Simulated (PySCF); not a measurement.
# How exact exchange moves a shielding

Molecule: `C(C=C)=C(F)F`, C4H4F2.

Structure with atom numbers: `[CH2:1]=[CH:2][CH:3]=[C:4]([F:5])[F:6]` (H(Xn): hydrogen on atom n). Ha(C1) is cis to C3; Hb(C1) is trans to C3.

GIAO shieldings (ppm, equivalent atoms averaged) in PySCF 2.14.0 with density-fitted response routines on the PBE0-D3(BJ)/def2-SVP geometry, basis pcSseg-2, gas phase, non-relativistic:

```tsv
functional	exact exchange (%)	σ(C4)	σ(F5)	σ(F6)
BLYP	0	2.4	241.7	244.2
BP86	0	8.5	241.2	243.9
PBE	0	8.3	239.5	242.1
B3LYP	20	7.1	257.8	261.1
mPW1PW91	25	13.0	260.0	263.6
BHandHLYP	50	14.2	279.2	283.2
HF	100	27.9	308.2	312.6
```

Task: Fit each shielding as a line in the percentage of exact exchange.

Result: σ(C4) = 5.8 + 0.21 x (rms 2.5 ppm); σ(F5) = 242.1 + 0.68 x (rms 1.9 ppm); σ(F6) = 244.8 + 0.70 x (rms 2.1 ppm). The functionals also differ in their semilocal parts, which the line can't hold; Hartree–Fock has no correlation at all.

Task: What does the line predict for PBE0 (25 %), and what does the run give?

Result: σ(C4): 11.1 predicted, 13.8 computed; σ(F5): 259.1 predicted, 259.4 computed; σ(F6): 262.3 predicted, 262.9 computed ppm.
